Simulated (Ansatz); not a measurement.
Relaxation of [B(OMe)H3]- (CH₆BO⁻) with RKS PBE-D4/def2-TZVPD.

```sh
$ ansatz run in.yaml --threads 4 --pin off --events-out ev --progress --plain --max-ram 3916MiB
```

```yaml
crystal:
  periodic: [false, false, false]
  atoms:
    - {symbol: B, position_ang: [-0.386150, 0.614300, -0.974770]}
    - {symbol: O, position_ang: [-0.355250, 0.555070, 0.544390]}
    - {symbol: C, position_ang: [0.327350, -0.522760, 1.024140]}
    - {symbol: H, position_ang: [-0.106050, -1.489310, 0.690250]}
    - {symbol: H, position_ang: [0.310150, -0.511210, 2.129510]}
    - {symbol: H, position_ang: [1.391020, -0.534720, 0.703660]}
    - {symbol: H, position_ang: [0.764650, 0.670900, -1.420030]}
    - {symbol: H, position_ang: [-1.008470, 1.611420, -1.270020]}
    - {symbol: H, position_ang: [-0.937270, -0.393690, -1.427130]}
basis:
  gaussian: {orbitals: def2-TZVPD}
total_charge: -1
hamiltonian: {xc: pbe, dispersion: d4}
scf: {lower_state_search: "off"}
output: {orbitals: {seedname: orbitals}}
relax: {f_tol: 0.02, max_steps: 100}
```

It took 11 s on 4 threads of AMD EPYC 7571 on a shared host.

Positions (Å) and forces (eV/Å) at steps 1, 2, 3, 4, 6 of 6:

```xyz
9
step=1 energy=-3855.6204 eV
B    -0.386    0.614   -0.975    0.027   -0.031    0.603
O    -0.355    0.555    0.544   -0.364    0.575   -0.472
C     0.327   -0.523    1.024    0.162   -0.245    0.314
H    -0.106   -1.489    0.690   -0.077   -0.291   -0.075
H     0.310   -0.511    2.130    0.051   -0.083    0.226
H     1.391   -0.535    0.704    0.289   -0.055   -0.070
H     0.765    0.671   -1.420    0.332    0.004   -0.142
H    -1.008    1.611   -1.270   -0.270    0.431   -0.237
H    -0.937   -0.394   -1.427   -0.151   -0.305   -0.147
9
step=2 energy=-3855.6465 eV
B    -0.393    0.625   -0.973    0.052   -0.077    0.332
O    -0.358    0.560    0.544   -0.164    0.261   -0.238
C     0.329   -0.526    1.032    0.104   -0.159    0.110
H    -0.103   -1.501    0.698   -0.037   -0.071   -0.031
H     0.317   -0.521    2.143    0.001   -0.001    0.043
H     1.399   -0.545    0.710    0.077    0.002   -0.030
H     0.770    0.676   -1.424    0.132    0.014   -0.066
H    -1.021    1.630   -1.299   -0.094    0.148   -0.052
H    -0.941   -0.397   -1.431   -0.071   -0.117   -0.068
9
step=3 energy=-3855.6510 eV
B    -0.391    0.624   -0.968    0.002   -0.002    0.108
O    -0.361    0.565    0.543   -0.028    0.045   -0.107
C     0.329   -0.527    1.034    0.063   -0.099    0.035
H    -0.106   -1.503    0.698   -0.004    0.029   -0.002
H     0.319   -0.523    2.146   -0.009    0.015   -0.017
H     1.401   -0.546    0.708   -0.025    0.015   -0.002
H     0.778    0.679   -1.426   -0.004   -0.005   -0.004
H    -1.026    1.635   -1.301   -0.003    0.003   -0.008
H    -0.944   -0.404   -1.434    0.007    0.000   -0.003
9
step=4 energy=-3855.6515 eV
B    -0.391    0.624   -0.965   -0.002    0.003    0.020
O    -0.361    0.566    0.542   -0.003    0.005   -0.009
C     0.330   -0.528    1.033    0.026   -0.041    0.015
H    -0.107   -1.502    0.696    0.000    0.021   -0.001
H     0.319   -0.522    2.145   -0.005    0.009   -0.013
H     1.401   -0.546    0.706   -0.019    0.009   -0.001
H     0.778    0.678   -1.424    0.000    0.002   -0.005
H    -1.026    1.635   -1.301    0.005   -0.008   -0.001
H    -0.942   -0.405   -1.432   -0.001    0.001   -0.005
9
step=6 energy=-3855.6516 eV
B    -0.391    0.624   -0.963    0.000    0.000    0.000
O    -0.361    0.567    0.543    0.002   -0.003   -0.003
C     0.330   -0.529    1.034   -0.001    0.002    0.000
H    -0.109   -1.501    0.696    0.000    0.000    0.000
H     0.320   -0.521    2.144    0.000    0.000    0.002
H     1.399   -0.546    0.703    0.000    0.000   -0.001
H     0.778    0.679   -1.424    0.000   -0.001    0.000
H    -1.026    1.633   -1.302   -0.001    0.002    0.001
H    -0.940   -0.406   -1.431    0.001   -0.001    0.000
```

The highest occupied level of the charge -1 singlet lies above zero (up to 0.27 eV). By energy differences its removal costs 2.98 eV (vertical, to the charge 0 doublet, at PBE-D4/def2-TZVPD); a positive level beside a positive removal energy at the same level points to self-interaction error.
